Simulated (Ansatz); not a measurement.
# Iridium, fcc: convergence with Methfessel-Paxton smearing

Computed with Ansatz, LDA, scalar-relativistic PAW, on the relaxed cell (a = 3.812 Å; spin not included). Errors count from a run at 420 eV on a Γ-centred 23×23×23 mesh with Fermi-Dirac smearing of 0.1 eV, extrapolated to zero width. Fixed here: cutoff 420 eV, mesh 14×14×14. The SCF starts from atomic densities corrected by a trained network.

```tsv
width (eV)	E(σ→0) error (meV/atom)	F error (meV/atom)	P (GPa)	SCF iterations
0.01	14.8	14.8	-0.16	5
0.03	14.7	14.6	-0.18	5
0.1	14.0	13.7	-0.19	5
0.2	12.9	11.8	-0.17	5
0.3	10.9	9.7	-0.21	5
0.6	8.9	9.5	-0.38	5
```

Question: What does the run at 1.0 give (width)?

Answer: E(σ→0) error (meV/atom): 10.9; F error (meV/atom): 9.6; P (GPa): -0.14; SCF iterations: 5.
